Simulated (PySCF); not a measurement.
Protonated nitrogen molecule, N2H (charge +1).
Cartesian coordinates in Å at the PBE0-D3(BJ)/def2-SVP level; atoms count from 1:
```xyz
3
N2H angstrom
N      1.1224    0.2109   -0.0117
N      0.0349    0.1017   -0.0094
H     -1.0044   -0.0027   -0.0072
```

Computed, not measured: core-valence-separated Tamm–Dancoff BHandHLYP/aug-pcX-1 (pcseg-1 on H) in PySCF, non-relativistic, gas phase, PBE0-D3(BJ)/def2-SVP geometry. BHandHLYP without relativity tends to put these K edges a few eV too low, so spacings mean more than positions.

The lowest roots of each edge with f over 0.003 (five at most, numbered afresh; weaker and dark ones are left out), with transition dipoles (au) in the frame of the coordinates:

| root | edge | E (eV) | μx | μy | μz |
| --- | --- | --- | --- | --- | --- |
| 1 | N | 398.16 | -0.0003 | 0.0054 | 0.0923 |
| 2 | N | 398.16 | -0.0092 | 0.0918 | -0.0053 |
| 3 | N | 399.12 | -0.0041 | 0.0416 | 0.0673 |
| 4 | N | 399.12 | -0.0068 | 0.0670 | -0.0418 |
| 5 | N | 404.32 | -0.0400 | -0.0041 | 0.0001 |

Problem. What are the oscillator strengths?

Solution. f = (2/3) ΔE |μ|², with ΔE in hartree (27.2114 eV):

```json
{"root": "1", "ΔE (Eh)": "14.6321", "|μ|² (au)": "0.008546", "f": "0.083", "core hole on": "N1"}
{"root": "2", "ΔE (Eh)": "14.6321", "|μ|² (au)": "0.008538", "f": "0.083", "core hole on": "N1"}
{"root": "3", "ΔE (Eh)": "14.6675", "|μ|² (au)": "0.006280", "f": "0.061", "core hole on": "N2"}
{"root": "4", "ΔE (Eh)": "14.6675", "|μ|² (au)": "0.006282", "f": "0.061", "core hole on": "N2"}
{"root": "5", "ΔE (Eh)": "14.8584", "|μ|² (au)": "0.001615", "f": "0.016", "core hole on": "N2"}
```

Problem. What is the unit vector of the molecular axis, and which share of each root's |μ|² lies along it?

Solution. (0.99, 0.10, 0.00), up to sign.

```
root  core hole on  share along it  final orbital
   1            N1            0.00              π
   2            N1            0.00              π
   3            N2            0.00              π
   4            N2            0.00              π
   5            N2            1.00              σ
```

The 1s orbitals are σ, so light polarised along the axis reaches σ orbitals and light across it π orbitals.

Problem. For fixed molecules, how does the intensity of root 5 change when the electric field is turned 60° away from the molecular axis?

Solution. Intensity goes as (E·μ)², and μ lies along that direction, so it falls to cos²60° = 0.25 of its maximum; it vanishes at 90°.

Problem. Molecules are fixed in this frame and the field points along (0, 1, 1)/√2. What effective strengths 3 f cos²θ do the roots have (θ between field and μ)?

Solution. root 1 (N1): 0.139, root 2 (N1): 0.109, root 3 (N2): 0.174, root 4 (N2): 0.009, root 5 (N2): 0.000. Root 3 is the strongest. Averaged over all orientations cos²θ is 1/3, which gives f back. For degenerate partners only the sum has meaning, as the program may mix them freely.

The run took 1.0 s of wall time on Arm Neoverse N1, one thread, shared host, and the process peaked at 0.29 GiB of memory.
